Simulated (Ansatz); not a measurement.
Reaction (SMILES): [PH2] (PH2) → PH2+ (singlet, bonded as [PH2]) + e-
B3LYP-D3(BJ)/def2-TZVP geometries, fixed; electronic energies without zero-point terms.

Basis-set convergence of the adiabatic ionisation energy at B2PLYP with Ansatz (a program for electronic structure). Cartesian d functions, on some or all atoms, in 6-31G*, 6-31+G*, 6-311G**, 6-311+G**; all else is spherical. Cores are frozen. A restricted B2PLYP determinant is unstable towards unrestricted orbitals. Open shells are unrestricted. No added dispersion term, no relativity. Functions are those of the species that has most. Reference: the value in aug-cc-pV(5+d)Z, 9.826 eV, itself unsure by roughly 0.007 eV (its mean distance from pcseg-4, aug-pcseg-3, aug-cc-pV(Q+d)Z). Deviations are taken from unrounded values.

```csv
basis,functions,adiabatic ionisation energy (eV)
6-31G*,23,9.708
6-31+G*,27,9.735
def2-SVP,28,9.731
def2-SVPD,40,9.754
pcseg-1,28,9.753
aug-pcseg-1,45,9.784
cc-pV(D+d)Z,33,9.722
aug-cc-pV(D+d)Z,50,9.785
6-311G**,39,9.726
6-311+G**,43,9.731
def2-TZVP,49,9.789
def2-TZVPD,61,9.800
pcseg-2,62,9.768
aug-pcseg-2,96,9.799
cc-pV(T+d)Z,67,9.800
aug-cc-pV(T+d)Z,101,9.816
def2-TZVPP,70,9.798
def2-TZVPPD,82,9.805
cc-pV(Q+d)Z,124,9.818
aug-cc-pV(Q+d)Z,181,9.824
def2-QZVPP,130,9.817
def2-QZVPPD,142,9.819
pcseg-3,130,9.808
aug-pcseg-3,187,9.814
cc-pV(5+d)Z,210,9.822
aug-cc-pV(5+d)Z,296,9.826
```

What the diffuse functions change, pair by pair:
- 6-31G* to 6-31+G*: 4 more functions, deviation -0.118 to -0.091 eV
- def2-SVP to def2-SVPD: 12 more functions, deviation -0.095 to -0.072 eV
- pcseg-1 to aug-pcseg-1: 17 more functions, deviation -0.073 to -0.042 eV
- cc-pV(D+d)Z to aug-cc-pV(D+d)Z: 17 more functions, deviation -0.104 to -0.041 eV
- 6-311G** to 6-311+G**: 4 more functions, deviation -0.100 to -0.095 eV
- def2-TZVP to def2-TZVPD: 12 more functions, deviation -0.037 to -0.026 eV
- pcseg-2 to aug-pcseg-2: 34 more functions, deviation -0.057 to -0.027 eV
- cc-pV(T+d)Z to aug-cc-pV(T+d)Z: 34 more functions, deviation -0.026 to -0.010 eV
- def2-TZVPP to def2-TZVPPD: 12 more functions, deviation -0.028 to -0.021 eV
- cc-pV(Q+d)Z to aug-cc-pV(Q+d)Z: 57 more functions, deviation -0.008 to -0.002 eV
- def2-QZVPP to def2-QZVPPD: 12 more functions, deviation -0.009 to -0.007 eV
- pcseg-3 to aug-pcseg-3: 57 more functions, deviation -0.017 to -0.011 eV
- cc-pV(5+d)Z to aug-cc-pV(5+d)Z: 86 more functions, deviation -0.004 to 0.000 eV

Leaving out the reference's own pair, they bring the value nearer the reference by more than 0.007 eV in 8 of 12 pairs.
